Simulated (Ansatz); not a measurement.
**Counterpoise correction, worked out**

The pair of H2S (SMILES S, atoms 1–3) and CO (SMILES [C-]#[O+], atoms 4–5), both closed shells, in one local arrangement (a lower one may exist), relaxed at PBE0-D4/def2-TZVP:

```
atom    x (Å)    y (Å)    z (Å)
  S1  -0.1930   0.6386  -1.6121
  H2   0.9753  -0.0129  -1.7115
  H3  -0.8134  -0.4415  -1.1140
  C4  -0.2127  -0.4744   1.8764
  O5   0.2438   0.2902   2.5610
```

Ansatz 0.2.0; basis: def2-TZVPPD; cores frozen in the correlated methods.

CCSD(T) total energies in eV:

| system | geometry | basis functions | energy |
| --- | --- | --- | --- |
| pair | pair | all | -13934.80699 |
| H2S | as in the pair | all (partner as ghosts) | -10855.53568 |
| CO | as in the pair | all (partner as ghosts) | -3079.25097 |
| H2S | as in the pair | its own | -10855.52982 |
| CO | as in the pair | its own | -3079.24763 |
| H2S | free (PBE0-D4 minimum) | its own | -10855.52982 |
| CO | free (PBE0-D4 minimum) | its own | -3079.24785 |

Work out the interaction energy with and without the counterpoise correction, the superposition error, and the binding energy from the relaxed fragments.

Without correction: -13934.80699 − (-10855.52982) − (-3079.24763) = -0.02954 eV.
With correction (each fragment in the whole basis): -13934.80699 − (-10855.53568) − (-3079.25097) = -0.02034 eV = -0.47 kcal/mol.
The superposition error is the difference, 0.00920 eV, 31 % of the uncorrected value: each fragment borrows its partner's functions.
Deformation from the free shapes: 0.00000 eV for H2S and 0.00022 eV for CO.
Binding energy from relaxed fragments: -0.02034 + 0.00000 + 0.00022 = -0.02012 eV = -0.46 kcal/mol (electronic, without zero-point energy; negative means bound). For comparison, the corrected interaction energy by CCSD(T) at an estimated basis limit (MP2 extrapolated from triple and quadruple zeta, plus CCSD(T) − MP2 in triple zeta) is -0.028 eV; triple zeta with the correction binds less.

T1 diagnostic: at most 0.019.

For scale, one of the runs: CCSD(T)/def2-TZVPPD, 162 basis functions, launched by `ansatz run in.yaml --threads 2 --pin off --events-out ev --progress --plain --max-ram 5222MiB`. The run took 26 s on 2 CPU threads of an AMD EPYC 7R43 (shared host), with 1.2 GiB of host memory at its peak.
